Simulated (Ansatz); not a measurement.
System: methyl chloride, CH3Cl, net charge 0, singlet state. SMILES: CCl
Coordinates optimised at B3LYP-D3(BJ)/def2-TZVP (Ansatz, a quantum-chemistry and plane-wave program):
```xyz
5

C      0.0082     0.0133    -1.1337
Cl    -0.0048    -0.0077     0.6605
H      0.0175     1.0478    -1.4634
H      0.8997    -0.5040    -1.4752
H     -0.8852    -0.4920    -1.4879
```
Charge 0, spin multiplicity 1.

Quantity: vertical triplet-singlet gap (E(triplet) - E(singlet); each state is the SCF solution reached for its spin; the molecule has degenerate orbitals, so one determinant may break the symmetry), in kcal/mol. Valence correlation only, unless marked. Open shells are spin-unrestricted. Spin-orbit coupling is left out. Non-relativistic. CBS marks a two-point X^-3 extrapolation of the correlation energy; Hartree-Fock from the larger set. The bracket is a focal-point correction in the basis named.

```
level                                                                      program  vertical triplet-singlet gap (kcal/mol)
-------------------------------------------------------------------------  -------  ---------------------------------------
SVWN5/def2-TZVPD                                                            Ansatz                               (withheld)
CCSD/aug-cc-pV(D+d)Z                                                        Ansatz                                    155.7
RI-MP2/CBS(aug-cc-pV(T+d)Z,aug-cc-pV(Q+d)Z)+[CCSD(T)-MP2]/aug-cc-pV(T+d)Z   Ansatz                               (withheld)
```

Q: Fill in the missing entries.

A: 
- SVWN5/def2-TZVPD, vertical triplet-singlet gap (kcal/mol): 146.0
- RI-MP2/CBS(aug-cc-pV(T+d)Z,aug-cc-pV(Q+d)Z)+[CCSD(T)-MP2]/aug-cc-pV(T+d)Z, vertical triplet-singlet gap (kcal/mol): 156.0
